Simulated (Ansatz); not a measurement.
Diamond-structure Ge was calculated with RPBE (plane waves, PAW; Ansatz, a program for electronic structure).

Settings: plane-wave cutoff 520 eV, 10×10×10 k mesh, Fermi–Dirac smearing 0.01 eV, scalar-relativistic PAW data made under PBE.

The cell has the measured lattice: a = b = c = 5.6580 Å, α = β = γ = 90.00°.

Problem. Give the computed band gap and width of the whole s-p valence band.

Solution. 
band gap: 0.14 eV (direct)
width of the whole s-p valence band: 12.74 eV

Measured, for comparison: band gap 0.79 eV (measured zero-point renormalisation of 52 meV added back here; inputs from Miglio et al. (2020), arXiv:2011.12765).

Note: cell and atoms aren't relaxed at this level (pressure 5.4 GPa).

Spin–orbit coupling is not included.

Static lattice: no zero-point or thermal effects.

Cost on a shared machine: very roughly 8 core-seconds.
